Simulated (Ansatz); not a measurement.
What does this script print? It uses Ansatz's Python interface.

`h2p.py`:
```python
import ansatz as az
import numpy as np


def main() -> None:
    system = (
        az.Crystal.molecule()
        .atom("P", [-0.0019, 0.5419, 0.0])
        .atom("H", [-1.1485, -0.2751, 0.0])
        .atom("H", [1.1504, -0.2668, 0.0])
    )

    job = system.calculation().basis(gaussian="def2-SVP").functional("hf").spin("collinear", total=1)
    symbols = [site.symbol for site in system.cartesian_sites]
    pairs = [(0, 1), (0, 2)]
    print("held (A)   E (eV)        ", "  ".join(f"{symbols[i]}{i}-{symbols[j]}{j}" for i, j in pairs))
    for length in [1.3, 1.41, 1.52, 1.69, 1.9]:
        data = job.relax(constraints=[az.DistanceConstraint((0, 1), at=length)], force_tolerance=0.02, max_steps=60).run(threads=1, pin="off").report
        xyz = np.array(data["positions_ang"])
        print(f"{length:6.2f} {data['free_energy_ev']:14.5f}  ", "  ".join(f"{np.linalg.norm(xyz[i] - xyz[j]):.3f}" for i, j in pairs))


if __name__ == "__main__":
    main()
```

```console
$ python h2p.py
held (A)   E (eV)         P0-H1  P0-H2
DeckWarning: relax.constraints: the input's atoms, or those drawn, lie off the distances that are held; a relaxation that starts there is brought onto them ahead of its first SCF, by positions alone, an atom by 5.39e-2 Å at the most. With the symmetry detection on, the symmetry is detected on the input's atoms as so [...]
  1.30    -9299.67730   1.300  1.416
  1.41    -9299.86333   1.410  1.417
  1.52    -9299.75931   1.520  1.416
  1.69    -9299.29285   1.690  1.417
  1.90    -9298.53833   1.900  1.416
```
(Warnings from the package without file and line, shortened, repeats left out.)

Caveats:
- Total energies depend on the basis set; only differences at equal settings carry meaning.
- The energies are electronic: no zero-point or thermal terms, and the basis set is short of its limit.
- The species is open-shell (spin multiplicity 2).
- The expectation value of S² is noticeably off S(S+1) in at least one run, so that state is spin-contaminated.
- Run time: 3.2 s on 1 thread of Arm Neoverse V2, with other jobs on the host, peak memory 0.15 GiB.
